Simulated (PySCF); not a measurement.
Q: Write a Z-matrix for thiourea, `NC(N)=S` as optimised with PBE0-D3(BJ)/def2-TZVP.

A: 
Z-matrix in Å and degrees, rows numbered from 1:
```
N 
C   1  1.3549
N   2  1.3549  1  114.91
S   2  1.6560  1  122.55  3  -179.95
H   1  1.0046  2  115.49  3  -171.32
H   1  1.0068  2  120.16  3   -21.99
H   3  1.0067  2  120.13  1   -21.93
H   3  1.0046  2  115.55  1  -171.31
```

N1 (nitrogen bound to a thiocarbonyl carbon) has angles 120.2°, 117.1° and 115.5°, sum 352.7°, 0.17 Å off the plane of its three neighbours. The 4 heavy atoms lie in one plane (0.000 Å rms). Of the pairs four or more bonds apart, H6···H7 is among the closest relative to their van der Waals radii: 2.36 Å, 98 % of the sum of Bondi's values.

Method used: PBE0-D3(BJ)/def2-TZVP geometry optimisation, gas phase in PySCF.

Point group: C2 (every atom within 0.08 Å of its image). Stationary, but not proved a minimum. One conformer, not necessarily the lowest (H–N1–C2–N3 -171° and -22°, N1–C2–N3–H -22° and -171°).

On one thread, Intel Xeon 6975P-C (x86_64), on a shared host, this took 62 s of wall time and 0.63 GiB of memory at its peak. That covers the optimisation of the geometry.
